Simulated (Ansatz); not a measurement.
A nudged elastic band was laid between two geometries of BH$_{6}$N (8 atoms, charge 0, multiplicity 1).

These are results of Ansatz 0.2.0, RKS B3LYP/def2-SVP, not measurements.

```json
{
 "movable images": "7",
 "climbing image": "yes",
 "spring": "5.0 eV/Å²",
 "optimiser": "quadratic models (default)",
 "start path": "straight line",
 "force threshold": "0.05 eV/Å",
 "iteration limit": "60",
 "end points": "relaxed"
}
```

Image 0:

```xyz
8
Properties=species:S:1:pos:R:3
B 0.035 -0.121 0.159
H 0.242 0.640 1.094
H 0.936 -0.131 -0.668
H -1.076 0.004 -0.334
N 0.043 -1.634 0.824
H -0.133 -2.351 0.117
H 0.945 -1.844 1.260
H -0.677 -1.726 1.545
```

Image 8:

```xyz
8
Properties=species:S:1:pos:R:3
B 0.106 -0.876 -0.896
H -0.291 0.278 3.304
H 1.117 -0.388 -1.339
H -0.959 -0.743 -1.450
N 0.168 -1.612 0.284
H -0.638 -2.060 0.706
H 1.029 -1.775 0.794
H -0.216 0.012 2.594
```

Task: What changes between the two ends?

Result: Bonds broken: B1–H2, N5–H8. Bonds formed: H2–H8. BH6N becomes BH4N + H2.

Task: What energy profile does the band end with?

Result: It converged. The highest image is number 3 of 0 to 8, 1.67 eV above the first end and 1.71 eV above the last; the last end lies 0.04 eV below the first. Neighbouring images differ by up to 1.3 eV, so the band resolves the path poorly. Another band between the same ends (7 images) ends at a top of the same energy, where a vibrational analysis finds 1 clearly imaginary mode. The orbitals stay closed-shell, which can raise the energy where a bond breaks towards radicals; this wasn't checked here.

| image | path coordinate (Å) | energy (eV) | B1–H2 (Å) | N5–H8 (Å) | H2–H8 (Å) |
| --- | --- | --- | --- | --- | --- |
| 0 | 0.00 | 0.00 | 1.22 | 1.02 | 2.58 |
| 1 | 0.73 | 0.06 | 1.22 | 1.02 | 2.38 |
| 2 | 1.46 | 0.38 | 1.23 | 1.02 | 1.80 |
| 3 | 2.19 | 1.67 | 1.39 | 1.39 | 1.00 |
| 4 | 2.98 | 0.45 | 2.10 | 2.15 | 0.76 |
| 5 | 3.77 | 0.05 | 2.84 | 2.70 | 0.76 |
| 6 | 4.56 | -0.02 | 3.57 | 2.95 | 0.76 |
| 7 | 5.34 | -0.04 | 4.02 | 2.91 | 0.76 |
| 8 | 6.13 | -0.04 | 4.37 | 2.85 | 0.76 |

Task: What is the geometry of the highest image?

Result: 
```xyz
8
Properties=species:S:1:pos:R:3
B -0.012 -0.348 0.108
H -0.317 0.297 1.302
H 1.001 0.210 -0.243
H -1.025 -0.202 -0.536
N 0.189 -1.792 0.707
H -0.503 -2.494 0.470
H 1.132 -2.165 0.725
H -0.150 -0.670 1.463
```

The run took 2.1 min on 1 thread of Arm Neoverse V2, with other jobs on the host, peak memory 0.1 GiB.
